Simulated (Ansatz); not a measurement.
## 2H MoS2

These are PBEsol (plane waves, PAW; Ansatz, a first-principles code) values and carry that method's errors.

Run with plane-wave cutoff 520 eV, 12×12×4 k mesh (along the axes of the cell as run), perturbation theory, force constants from a 6×6×2 q mesh, no spin polarisation, scalar-relativistic PAW data made under PBE.

Cell: relaxed at this level.

For 2H MoS2, the high-frequency dielectric constant (mean over three axes) is 11.9 and the dielectric constant ε0 (ions relaxed) (mean over three axes) is 12.0. The zero-point energy is 0.055 eV/atom.

Measured, for comparison: high-frequency dielectric constant 12.2 (temperature not stated, not corrected to a static lattice, mean of the two values across and the one along c; as tabulated in Pike et al. (2018), arXiv:1804.02196); static dielectric constant 12.7 (temperature not stated, not corrected to a static lattice, polycrystalline average of the tensor's eigenvalues; as tabulated in Petousis et al. (2017), doi:10.1038/sdata.2016.134). Computed (rounded) less measured: high-frequency dielectric constant -2 %, static dielectric constant -6 %.

Note: the cell comes from a level without a dispersion term, which matters for the spacing of layers, chains or molecules; the cell has widely spaced layers and the level no dispersion term, so their spacing and the moduli can rest on weak binding.
